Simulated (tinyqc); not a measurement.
Worked calculation: extended Hueckel theory, for LiF+. The parameters take no account of the charge, which enters only through the electron count. Computed by tinyqc, a small Python program that keeps every step (integrals from PySCF). Settings: charge = 1, K = 1.75, multiplicity = 2. Command: `OMP_NUM_THREADS=1 python tinyqc.py 21190 21191 out.jsonl` (the two numbers bound the seeds that draw the settings). One thread of a shared host (Intel(R) Xeon(R) Processor @ 2.60GHz), about 0.01 s of CPU time with the checks.

## Overlaps

Geometry (angstrom):
```
atom         x         y         z
Li    0.000000  0.000000  0.000000
F     0.000000  0.000000  1.368000
```

Parameters chosen for this run:
```
element  shell  Slater exponent   H_ii (eV)
F           2s         2.425000  -40.000000
F           2p         2.425000  -18.100000
Li          2s         0.650000   -5.400000
Li          2p         0.650000   -3.500000
```

Slater orbitals, each expanded in six Gaussians scaled to its exponent.

overlap S, order 1Li 2s, 1Li 2px, 1Li 2py, 1Li 2pz, 2F 2s, 2F 2px, 2F 2py, 2F 2pz:
```
[[1.000000, 0.000000, 0.000000, 0.000000, 0.300849, 0.000000, 0.000000, -0.063503],
 [0.000000, 1.000000, 0.000000, 0.000000, 0.000000, 0.165537, 0.000000, 0.000000],
 [0.000000, 0.000000, 1.000000, 0.000000, 0.000000, 0.000000, 0.165537, 0.000000],
 [0.000000, 0.000000, 0.000000, 1.000000, 0.434101, 0.000000, 0.000000, -0.045725],
 [0.300849, 0.000000, 0.000000, 0.434101, 1.000000, 0.000000, 0.000000, 0.000000],
 [0.000000, 0.165537, 0.000000, 0.000000, 0.000000, 1.000000, 0.000000, 0.000000],
 [0.000000, 0.000000, 0.165537, 0.000000, 0.000000, 0.000000, 1.000000, 0.000000],
 [-0.063503, 0.000000, 0.000000, -0.045725, 0.000000, 0.000000, 0.000000, 1.000000]]
```

## Wolfsberg-Helmholz matrix

diagonal H_ii (eV): [-5.400000, -3.500000, -3.500000, -3.500000, -40.000000, -18.100000, -18.100000, -18.100000]

K = 1.750000

H_ij = K' S_ij (H_ii + H_jj)/2 for i != j (the diagonal keeps H_ii), with K' = 1.75.

H (eV), order 1Li 2s, 1Li 2px, 1Li 2py, 1Li 2pz, 2F 2s, 2F 2px, 2F 2py, 2F 2pz:
```
[[-5.400000, 0.000000, 0.000000, 0.000000, -11.951242, 0.000000, 0.000000, 1.305784],
 [0.000000, -3.500000, 0.000000, 0.000000, 0.000000, -3.128654, 0.000000, 0.000000],
 [0.000000, 0.000000, -3.500000, 0.000000, 0.000000, 0.000000, -3.128654, 0.000000],
 [0.000000, 0.000000, 0.000000, -3.500000, -16.522961, 0.000000, 0.000000, 0.864207],
 [-11.951242, 0.000000, 0.000000, -16.522961, -40.000000, 0.000000, 0.000000, 0.000000],
 [0.000000, -3.128654, 0.000000, 0.000000, 0.000000, -18.100000, 0.000000, 0.000000],
 [0.000000, 0.000000, -3.128654, 0.000000, 0.000000, 0.000000, -18.100000, 0.000000],
 [1.305784, 0.000000, 0.000000, 0.864207, 0.000000, 0.000000, 0.000000, -18.100000]]
```

## Orbitals

valence electrons = 7

Solve H C = S C e through S^(-1/2); fill by pairs from the bottom, a degenerate level sharing its electrons equally; each orbital has its largest coefficient positive (the first on a tie).

orbital energies (eV): [-40.020030, -18.101673, -18.101198, -18.101198, -4.805220, -3.042373, -3.042373, 8.967105]

occupations: [2.000000, 2.000000, 1.500000, 1.500000, 0.000000, 0.000000, 0.000000, 0.000000]

coefficients, order 1Li 2s, 1Li 2px, 1Li 2py, 1Li 2pz, 2F 2s, 2F 2px, 2F 2py, 2F 2pz:
```
[[-0.002634, -0.010580, 0.000000, 0.000000, 0.858190, 0.000000, 0.000000, 0.628753],
 [0.000000, 0.000000, -0.003295, 0.008421, 0.000000, 0.888373, -0.488760, 0.000000],
 [0.000000, 0.000000, 0.008421, 0.003295, 0.000000, 0.488760, 0.888373, 0.000000],
 [-0.023551, -0.000513, 0.000000, 0.000000, -0.515244, 0.000000, 0.000000, 1.000070],
 [1.010797, 0.003346, 0.000000, 0.000000, -0.044814, 0.000000, 0.000000, -0.605052],
 [0.000000, 0.000000, -0.363836, 0.929813, 0.000000, -0.154872, 0.085207, 0.000000],
 [0.000000, 0.000000, 0.929813, 0.363836, 0.000000, -0.085207, -0.154872, 0.000000],
 [-0.001186, 0.999255, 0.000000, 0.000000, 0.039615, 0.000000, 0.000000, 0.090640]]
```

sum of one-electron energies = -170.547000 eV

Within a degenerate level the vectors are fixed only up to a rotation; this is one choice.

## Mulliken analysis

P = C n C^T; charge = valence electrons (F 7, Li 1) minus the sum of (P S)_ii on the atom; overlap population = 2 sum P_ij S_ij between two atoms.

charges: [1.014829, -0.014829]

Overlap populations:
```
pair      value
2-1   -0.032844
```
